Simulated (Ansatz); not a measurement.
```yaml
crystal:
  periodic: [false, false, false]
  atoms:
    - {symbol: C, position_ang: [-0.761158, 0.614831, -0.603112]}
    - {symbol: Si, position_ang: [0.507084, -0.631026, 0.008684]}
    - {symbol: O, position_ang: [1.391669, -0.113742, 1.215981]}
    - {symbol: H, position_ang: [-1.142561, 0.278044, -1.449064]}
    - {symbol: H, position_ang: [-0.297286, 1.671798, -0.882222]}
    - {symbol: H, position_ang: [-1.605536, 0.750310, 0.232092]}
    - {symbol: H, position_ang: [1.486364, -0.770928, -0.952476]}
    - {symbol: H, position_ang: [-0.221658, -1.938734, 0.191069]}
    - {symbol: H, position_ang: [0.796017, -0.014334, 2.141859]}
basis:
  gaussian: {orbitals: def2-TZVP}
hamiltonian: {xc: {name: HF}}
correlation: {method: mp2, frozen_orbitals: {C: 9}}
output: {forces: true}
```

```sh
$ ansatz run in.yaml --threads 2 --pin off --events-out ev --progress --plain --max-ram 32768MiB --backend cpu
```

How does Ansatz answer? (Best estimate.)

Ansatz gave: The input was rejected before any iteration.
```
Functional definition: HF
Error: "frozen_orbitals" has no count for Si
```
